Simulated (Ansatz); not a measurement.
Relaxation of C$_{2}$H$_{3}$NS (7 atoms, charge 0, multiplicity 1), to a largest force component of 0.015 eV/Å in at most 40 steps.

Computed with RKS PBE0-D4/def2-SVP in Ansatz 0.2.0.

```xyz
7
Properties=species:S:1:pos:R:3
S -0.491 0.871 -1.308
C 0.293 0.425 0.100
C 1.623 0.850 0.254
N 1.584 -0.279 -0.064
H -1.775 0.660 -0.880
H -0.304 0.063 0.944
H 2.128 1.774 0.643
```

Question: Where does it end, and by what steps?

Answer: The run converged. After 14 steps the energy has fallen by 0.865 eV; H5 moved furthest, 0.69 Å. The start is strongly strained (largest force component 9 eV/Å).

| step | energy less start (eV) | largest force component (eV/Å) | accepted |
| --- | --- | --- | --- |
| 0 | 0.0000 | 9.012 | yes |
| 1 | -0.6331 | 1.864 | yes |
| 2 | -0.7779 | 0.589 | yes |
| 3 | -0.7537 | 1.045 | no |
| 4 | -0.7174 | 2.277 | no |
| 5 | -0.8104 | 0.188 | yes |
| 6 | -0.8263 | 0.121 | yes |
| 7 | -0.8334 | 0.619 | yes |
| 8 | -0.8181 | 2.508 | no |
| 9 | -0.8576 | 0.134 | yes |
| 10 | -0.8597 | 0.176 | yes |
| 11 | -0.8627 | 0.138 | yes |
| 12 | -0.8646 | 0.034 | yes |
| 13 | -0.8647 | 0.022 | yes |
| 14 | -0.8648 | 0.009 | yes |

```xyz
7
Properties=species:S:1:pos:R:3
S -0.789 1.247 -1.082
C 0.224 0.548 0.216
C 1.623 0.883 0.314
N 1.452 -0.273 -0.133
H -1.551 0.149 -1.283
H -0.331 0.230 1.108
H 2.430 1.581 0.550
```

Whether the end is a true minimum wasn't checked by a vibrational analysis.

Run time: 85 s on 1 thread of Intel(R) Xeon(R) Processor @ 2.50GHz (Skylake/Cascade Lake) (shared host), peak memory 0.15 GiB.
